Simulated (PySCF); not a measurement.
# C₄H₃FO: electronic excitations and core binding energies

What electronic excitations and core binding energies should C₄H₃FO (`Cc1c(F)c1=O`) show?

Programs: PySCF 2.14.0, with density-fitted response routines of our own. Each step states its level of theory. These are calculated values for one molecule in the gas phase, unless marked as measured. Atoms are numbered from 0 throughout.

### 1 The molecule as given

9 atoms, charge 0, multiplicity 1; geometry from: GFN2-xTB.

Bonds of the start (Å): C0–C1 1.47, C1–C2 1.35, C2–F3 1.32, C2–C4 1.42, C4–O5 1.19, C4–C1 1.45, C0–H6 1.09, C0–H7 1.09, C0–H8 1.09.

### 2 Ultraviolet spectrum: B3LYP/def2-SVPD

The job: settings as JSON, then the geometry in Å.

```
{"job": {"kind": "uv", "xc": "B3LYP", "basis": "def2-SVPD", "nstates": 8, "ntriplets": 3}, "charge": 0, "multiplicity": 1}
C     -1.345318    -0.099042     0.052847
C      0.114397     0.038211    -0.006435
C      1.314999    -0.573894    -0.055753
F      1.895914    -1.762774    -0.078304
C      1.314809     0.850845    -0.055495
O      1.873995     1.900827    -0.077069
H     -1.785099     0.343280    -0.840987
H     -1.642148    -1.143496     0.124681
H     -1.727989     0.452037     0.911336
```

Method: TDDFT B3LYP/def2-SVPD, vertical, gas phase, core orbitals frozen in the response.

Run with:

```console
$ OMP_NUM_THREADS=1 python probes_run.py task.json out
```

This one command runs all jobs of the session in turn.

The program printed:

```text
coarse grid: 8376 points
cycle   1  E = -328.7607879381  dE =  1.180e+00  |g| = 8.746e-01  |ddm| = 4.769e+00
cycle   2  E = -327.9435528982  dE =  8.172e-01  |g| = 2.165e+00  |ddm| = 4.846e+00
cycle   3  E = -328.9111370819  dE = -9.676e-01  |g| = 1.783e-01  |ddm| = 3.862e+00
cycle   4  E = -328.9152562220  dE = -4.119e-03  |g| = 1.174e-01  |ddm| = 3.321e-01
cycle   5  E = -328.9174434590  dE = -2.187e-03  |g| = 2.748e-02  |ddm| = 1.231e-01
cycle   6  E = -328.9175925855  dE = -1.491e-04  |g| = 6.991e-03  |ddm| = 4.245e-02
cycle   7  E = -328.9176023392  dE = -9.754e-06  |g| = 3.186e-03  |ddm| = 1.295e-02
cycle   8  E = -328.9176046431  dE = -2.304e-06  |g| = 6.550e-04  |ddm| = 5.251e-03
final grid: 83760 points
cycle   9  E = -328.9781804658  dE = -2.068e-05  |g| = 5.051e-03  |ddm| = 7.997e-02
cycle  10  E = -328.9781696939  dE =  1.077e-05  |g| = 9.025e-03  |ddm| = 1.645e-02
cycle  11  E = -328.9781853898  dE = -1.570e-05  |g| = 1.517e-03  |ddm| = 1.099e-02
cycle  12  E = -328.9781858637  dE = -4.739e-07  |g| = 1.822e-04  |ddm| = 2.056e-03
cycle  13  E = -328.9781858677  dE = -3.943e-09  |g| = 9.330e-05  |ddm| = 2.735e-04
cycle  14  E = -328.9781858691  dE = -1.445e-09  |g| = 2.363e-05  |ddm| = 1.185e-04
cycle  15  E = -328.9781858692  dE = -1.171e-10  |g| = 8.219e-06  |ddm| = 4.354e-05
converged SCF energy = -328.9781858692

Static polarisability (au): isotropic 49.193, principal 33.777 53.656 60.147

Singlet excitations
state   eV       nm        f      main configurations
  1   5.0622    244.9   0.00151   H->L 0.98
  2   5.8144    213.2   0.00758   H->L+1 0.96
  3   6.0499    204.9   0.00036   H->L+2 0.97
  4   6.8252    181.7   0.01484   H-1->L+1 0.85, H-1->L 0.11
  5   6.8302    181.5   0.08910   H-1->L 0.72, H-1->L+1 0.13
  6   7.1693    172.9   0.02679   H->L+3 0.91
  7   7.6951    161.1   0.04957   H->L+4 0.94
  8   7.7699    159.6   0.00164   H-2->L 0.98

Triplet excitations (Tamm-Dancoff, eV): 4.5827 5.0403 5.6187
```

Run time: 12 s. Hardware: 1 thread of AMD EPYC 7R43, shared host; peak memory 0.6 GiB.

The orbitals next to the gap, with their largest atomic shares:

| orbital | eV | atoms |
| --- | --- | --- |
| HOMO−3 | -11.52 | O5 32 %, C4 25 %, C0 11 % |
| HOMO−2 | -10.31 | C1 21 %, C2 19 %, F3 18 % |
| HOMO−1 | -8.26 | O5 35 %, C1 20 %, C2 18 % |
| HOMO | -7.18 | O5 54 %, C4 16 %, C2 12 % |
| LUMO | -0.87 | C1 36 %, C2 30 %, C0 10 % |
| LUMO+1 | -0.42 | C2 27 %, C0 18 %, C1 15 % |
| LUMO+2 | 0.68 | C4 35 %, O5 27 %, C2 16 % |

With each of the 8 states as a Gaussian band of 0.4 eV half-width at 1/e, the curve within the window shown has maxima at 212 nm (ε 330), 181 nm (ε 4,800) L/(mol cm). Beyond the last state computed it falls off for lack of states. The curve at chosen wavelengths:

| nm | ε (L/mol/cm) |
| --- | --- |
| 154 | 879 |
| 159 | 1988 |
| 164 | 2404 |
| 169 | 2628 |
| 174 | 3678 |
| 179 | 4737 |
| 184 | 4426 |
| 189 | 2915 |
| 194 | 1419 |
| 199 | 600 |
| 204 | 343 |
| 209 | 322 |
| 214 | 324 |
| 218 | 295 |
| 223 | 226 |
| 228 | 158 |
| 233 | 110 |
| 238 | 86 |
| 243 | 74 |
| 248 | 65 |
| 253 | 54 |
| 258 | 42 |
| 263 | 30 |
| 268 | 19 |
| 273 | 12 |
| 278 | 7 |

Leading natural transition orbitals of singlet state 5: the hole lies on O5 47 %; C1, C2 about 18 % each; F3 6 %; the particle on C1, C2 about 33 % each; F3 9 %; H6, H8 about 6 % each.

Leading natural transition orbitals of singlet state 1: the hole lies on O5 56 %; C1, C2 about 13 % each; C4 8 %; the particle on C1 42 %; C2 29 %; C4 8 %.

Further results of this job:

| property | computed |
| --- | --- |
| dipole moment (D) | 4.34 |
| polarisability (Å³) | 7.29 |
| HOMO–LUMO gap (eV) | 6.31 |
| −ε(HOMO) (eV) | 7.18 |

Orbitals, density, ELF and potential are computed afterwards from the orbital file.

Frontier orbitals at B3LYP/def2-SVPD, with the share of their density that lies nearest to each atom:

| orbital | energy (eV) | lies on |
| --- | --- | --- |
| HOMO | -7.18 | O5 58 %; C2 15 %; C1 11 % |
| LUMO | -0.87 | C1, C2 about 36 % each; H6, H8 about 6 % each |

ELF in a plane through or near 7 of the atoms.

Ten even steps from '0' (0.00) to '9' (1.00):
```
0000000000000000000000000000
0000000000000000000000000000
0000000000000000000000000000
0000012344310000000000000000
0000245787631000000000000000
0001478888630000000000000000
0003689357521000001100000000
0002577786456541124320000000
0000122544379865446651000000
0000001576466229612551000000
0000002898257238624762000000
0000000451839754589997300000
0000001356346520399999600000
0000036865731000289998400000
0000046854863000016651000000
0000023677753000000000000000
0000001233321000000000000000
0000000000000000000000000000
0000000000000000000000000000
0000000000000000000000000000
```
The map spans 9.3 Å across and 9.1 Å up, centred on the molecule. Atoms in the plane (x, y in Å): C0 (1.4, 0.0), C1 (-0.1, 0.0), C2 (-1.3, -0.7), F3 (-1.7, -1.9), C4 (-1.4, 0.7), O5 (-2.1, 1.7), H7 (1.8, -1.0).

log10 of the density (e/Å³) in the same plane.

Ten even steps from ' ' (-4.0) to '@' (1.8):
```
                                                        
              ......                                    
        ..::::----::::::..                              
    ....::--========----::....                          
    ::::--==++++**++====--::..............              
  ..::--==++**######++++==--::::::::::::::::..          
  ..----==**##@@@@##**++++====----======----::....      
  ..::--==++**########****++++++++++++++====--::..      
  ..::----==++**##@@@@####**************++==--::....    
    ..::--====****########%%##########****====::::..    
      ..::--==****####################****====::::..    
      ..::--==****##@@####**********####**++==::....    
      ..::==++****####****++++++++********==--::..      
    ..::--==++##%%%%##**++==========++++++==--::..      
    ....--==++##%%%%##**++--::::::--------::::..        
      ..::==++********++==--::......::::......          
        ..----==++++====--::..                          
          ..::--------::::..                            
                ....                                    
                                                        
```
The map spans 9.3 Å across and 9.1 Å up, centred on the molecule. Atoms in the plane (x, y in Å): C0 (1.4, 0.0), C1 (-0.1, 0.0), C2 (-1.3, -0.7), F3 (-1.7, -1.9), C4 (-1.4, 0.7), O5 (-2.1, 1.7), H7 (1.8, -1.0).

On the surface of density 0.002 e/bohr³ the electrostatic potential runs, from the 1st to the 99th percentile, from -1.83 V near O5 to 1.37 V near H7.

### 3 Core-electron binding energies: SCAN, X2C

The job, as its differences from that of step 2:

```diff
@@ -1,2 +1,2 @@
-{"job": {"kind": "uv", "xc": "B3LYP", "basis": "def2-SVPD", "nstates": 8, "ntriplets": 3}, "charge": 0, "multiplicity": 1}
+{"job": {"kind": "xps"}, "charge": 0, "multiplicity": 1}
 C     -1.345318    -0.099042     0.052847
```

Level: delta-SCF UKS SCAN, pcX-2 on the ionised atom, pcseg-1 elsewhere, spin-free X2C.

The program printed:

```text
ground state, core basis on atom 0 (C), 130 functions
  cycle   1  E = -329.08539144  |g| = 8.14e-01
  cycle   2  E = -328.16249625  |g| = 2.22e+00
  cycle   3  E = -329.20647209  |g| = 2.64e-01
  cycle   4  E = -329.21811172  |g| = 1.35e-01
  cycle   5  E = -329.22066501  |g| = 5.54e-02
  cycle   6  E = -329.22127466  |g| = 1.37e-02
  cycle   7  E = -329.22131366  |g| = 6.10e-03
  cycle   8  E = -329.22132110  |g| = 1.16e-03
  cycle   9  E = -329.22132350  |g| = 3.18e-04
  E(ground) = -329.22891375 Eh
hole in C 1s of atom 0
  cycle   1  E = -317.93625167  |g| = 1.50e+00
  cycle   2  E = -316.45949872  |g| = 2.24e+00
  cycle   3  E = -318.14645744  |g| = 8.25e-01
  cycle   4  E = -318.35530122  |g| = 5.69e-01
  cycle   5  E = -318.47725556  |g| = 1.75e-01
  cycle   6  E = -318.48724109  |g| = 9.13e-02
  cycle   7  E = -318.49051059  |g| = 2.64e-02
  cycle   8  E = -318.49080915  |g| = 1.22e-02
  cycle   9  E = -318.49086792  |g| = 4.34e-03
  cycle  10  E = -318.49087615  |g| = 1.87e-03
  cycle  11  E = -318.49087958  |g| = 9.95e-04
  cycle  12  E = -318.49088156  |g| = 3.93e-04
  E(ion) = -318.49781116 Eh   <S^2> = 0.7680   hole on atom = 1.000   binding energy = 292.008 eV
ground state, core basis on atom 1 (C), 130 functions
  cycle   1  E = -329.22581442  |g| = 6.10e-02
  cycle   2  E = -329.22569265  |g| = 3.37e-02
  cycle   3  E = -329.22567428  |g| = 3.45e-02
  cycle   4  E = -329.22593366  |g| = 1.08e-02
  cycle   5  E = -329.22596362  |g| = 1.48e-03
  cycle   6  E = -329.22596311  |g| = 4.35e-04
  E(ground) = -329.23421638 Eh
hole in C 1s of atom 1
  cycle   1  E = -317.91329648  |g| = 1.52e+00
  cycle   2  E = -315.82951414  |g| = 2.62e+00
  cycle   3  E = -318.15809643  |g| = 9.02e-01
  cycle   4  E = -318.37582526  |g| = 5.41e-01
  cycle   5  E = -318.46187815  |g| = 2.39e-01
  cycle   6  E = -318.48523221  |g| = 6.50e-02
  cycle   7  E = -318.48680905  |g| = 2.43e-02
  cycle   8  E = -318.48703852  |g| = 1.28e-02
  cycle   9  E = -318.48714613  |g| = 5.15e-03
  cycle  10  E = -318.48718399  |g| = 2.82e-03
  cycle  11  E = -318.48720569  |g| = 1.45e-03
  cycle  12  E = -318.48720727  |g| = 7.14e-04
  cycle  13  E = -318.48720859  |g| = 2.15e-04
  E(ion) = -318.49464344 Eh   <S^2> = 0.8115   hole on atom = 1.000   binding energy = 292.239 eV
ground state, core basis on atom 2 (C), 130 functions
  cycle   1  E = -329.22921048  |g| = 5.81e-02
  cycle   2  E = -329.22912937  |g| = 2.44e-02
  cycle   3  E = -329.22887541  |g| = 4.09e-02
  cycle   4  E = -329.22926513  |g| = 3.36e-03
  cycle   5  E = -329.22926666  |g| = 9.86e-04
  cycle   6  E = -329.22926649  |g| = 5.03e-04
  cycle   7  E = -329.22926625  |g| = 6.60e-05
  E(ground) = -329.23798838 Eh
hole in C 1s of atom 2
  cycle   1  E = -317.85686034  |g| = 1.51e+00
  cycle   2  E = -314.22744610  |g| = 3.15e+00
  cycle   3  E = -317.80949040  |g| = 1.21e+00
  cycle   4  E = -318.32726076  |g| = 5.31e-01
  cycle   5  E = -318.40520482  |g| = 2.49e-01
  cycle   6  E = -318.42184652  |g| = 1.21e-01
  cycle   7  E = -318.42749095  |g| = 4.21e-02
  cycle   8  E = -318.42831935  |g| = 6.63e-03
  cycle   9  E = -318.42837150  |g| = 3.85e-03
  cycle  10  E = -318.42840620  |g| = 1.93e-03
  cycle  11  E = -318.42841728  |g| = 1.45e-03
  cycle  12  E = -318.42841936  |g| = 4.33e-04
  E(ion) = -318.43676470 Eh   <S^2> = 0.8068   hole on atom = 1.000   binding energy = 293.916 eV
ground state, core basis on atom 3 (F), 130 functions
  cycle   1  E = -329.26799249  |g| = 1.19e-01
  cycle   2  E = -329.26680959  |g| = 9.24e-02
  cycle   3  E = -329.26692368  |g| = 8.64e-02
  cycle   4  E = -329.26827552  |g| = 1.10e-02
  cycle   5  E = -329.26830151  |g| = 8.44e-04
  cycle   6  E = -329.26830321  |g| = 5.85e-04
  cycle   7  E = -329.26830336  |g| = 1.83e-04
  E(ground) = -329.27769986 Eh
hole in F 1s of atom 3
  cycle   1  E = -302.85292285  |g| = 2.58e+00
  cycle   2  E = -301.24524249  |g| = 2.77e+00
  cycle   3  E = -302.58260717  |g| = 1.48e+00
  cycle   4  E = -303.61700794  |g| = 5.95e-01
  cycle   5  E = -303.72833665  |g| = 2.82e-01
  cycle   6  E = -303.74958375  |g| = 1.62e-01
  cycle   7  E = -303.76109797  |g| = 3.44e-02
  cycle   8  E = -303.76169955  |g| = 8.03e-03
  cycle   9  E = -303.76174082  |g| = 2.48e-03
  cycle  10  E = -303.76174889  |g| = 1.46e-03
  cycle  11  E = -303.76175705  |g| = 1.07e-03
  cycle  12  E = -303.76176353  |g| = 6.24e-04
  cycle  13  E = -303.76176672  |g| = 3.26e-04
  E(ion) = -303.77774372 Eh   <S^2> = 0.7662   hole on atom = 1.000   binding energy = 693.889 eV
ground state, core basis on atom 4 (C), 130 functions
  cycle   1  E = -329.22903271  |g| = 1.07e-01
  cycle   2  E = -329.22519343  |g| = 1.74e-01
  cycle   3  E = -329.23017589  |g| = 2.62e-02
  cycle   4  E = -329.23020973  |g| = 2.17e-02
  cycle   5  E = -329.23032850  |g| = 1.39e-03
  cycle   6  E = -329.23032922  |g| = 5.41e-04
  cycle   7  E = -329.23032818  |g| = 2.25e-04
  E(ground) = -329.23802336 Eh
hole in C 1s of atom 4
  cycle   1  E = -317.87336580  |g| = 1.51e+00
  cycle   2  E = -316.20568155  |g| = 2.39e+00
  cycle   3  E = -318.16908446  |g| = 7.43e-01
  cycle   4  E = -318.18463296  |g| = 7.43e-01
  cycle   5  E = -318.40130646  |g| = 2.57e-01
  cycle   6  E = -318.42159339  |g| = 1.12e-01
  cycle   7  E = -318.42672931  |g| = 2.88e-02
  cycle   8  E = -318.42712105  |g| = 8.99e-03
  cycle   9  E = -318.42715768  |g| = 5.06e-03
  cycle  10  E = -318.42717098  |g| = 1.72e-03
  cycle  11  E = -318.42717373  |g| = 8.44e-04
  cycle  12  E = -318.42717439  |g| = 3.36e-04
  E(ion) = -318.43458353 Eh   <S^2> = 0.7774   hole on atom = 1.000   binding energy = 293.977 eV
ground state, core basis on atom 5 (O), 130 functions
  cycle   1  E = -329.25156701  |g| = 1.01e-01
  cycle   2  E = -329.24941560  |g| = 1.13e-01
  cycle   3  E = -329.25083658  |g| = 7.64e-02
  cycle   4  E = -329.25194553  |g| = 7.63e-03
  cycle   5  E = -329.25195893  |g| = 1.09e-03
  cycle   6  E = -329.25196039  |g| = 5.17e-04
  cycle   7  E = -329.25196072  |g| = 1.50e-04
  E(ground) = -329.25680646 Eh
hole in O 1s of atom 5
  cycle   1  E = -308.66174036  |g| = 2.22e+00
  cycle   2  E = -307.81436637  |g| = 2.38e+00
  cycle   3  E = -309.24935004  |g| = 6.98e-01
  cycle   4  E = -309.35376163  |g| = 5.36e-01
  cycle   5  E = -309.48855465  |g| = 9.59e-02
  cycle   6  E = -309.49057782  |g| = 6.16e-02
  cycle   7  E = -309.49197800  |g| = 1.68e-02
  cycle   8  E = -309.49208403  |g| = 3.65e-03
  cycle   9  E = -309.49208996  |g| = 2.10e-03
  cycle  10  E = -309.49209247  |g| = 9.49e-04
  cycle  11  E = -309.49209336  |g| = 4.59e-04
  E(ion) = -309.49960101 Eh   <S^2> = 0.7644   hole on atom = 1.000   binding energy = 537.621 eV
```

It took 19 s on 1 thread of AMD EPYC 7R43, shared host; peak memory 0.42 GiB.

The holes in one table. −ε is the ground-state orbital energy:

| hole | stands for | ΔSCF (eV) | −ε (eV) | ⟨S²⟩ |
| --- | --- | --- | --- | --- |
| C1s on C0 | C0 | 292.01 | 274.7 | 0.768 |
| C1s on C1 | C1 | 292.24 | 275.5 | 0.811 |
| C1s on C2 | C2 | 293.92 | 277.1 | 0.807 |
| F1s on F3 | F3 | 693.89 | 668.4 | 0.766 |
| C1s on C4 | C4 | 293.98 | 276.7 | 0.777 |
| O1s on O5 | O5 | 537.62 | 516.3 | 0.764 |

### 4 Results

| quantity | value |
| --- | --- |
| lowest singlet (B3LYP/def2-SVPD) | 5.06 eV (245 nm), f = 0.002 |
| brightest single state of those computed | state 5, 6.83 eV, f = 0.089 |
| lowest triplet | 4.58 eV |
| surface potential, 1st and 99th percentile | -1.83 V and 1.37 V |
| C1s binding energies, SCAN/pcX-2 | C4 293.98, C2 293.92, C1 292.24, C0 292.01 eV |
| F1s binding energies, SCAN/pcX-2 | F3 693.89 eV |
| O1s binding energies, SCAN/pcX-2 | O5 537.62 eV |

In words: The lowest singlet, at 5.06 eV, is HOMO→LUMO 0.98 and is weak; of the 8 states computed, the strongest absorption comes from states 4 to 5 together at 6.83 eV. The lowest triplet lies 0.48 eV below the lowest singlet (triplets in Tamm-Dancoff, singlets in full TDDFT). At B3LYP/def2-SVPD, counted by nearest atom on the grid, the HOMO lies on O5 58 %; C2 15 %, the LUMO on C1, C2 about 36 % each; H6, H8 about 6 % each. The C1s levels kept as sound span 1.97 eV, from C0 up to C4.
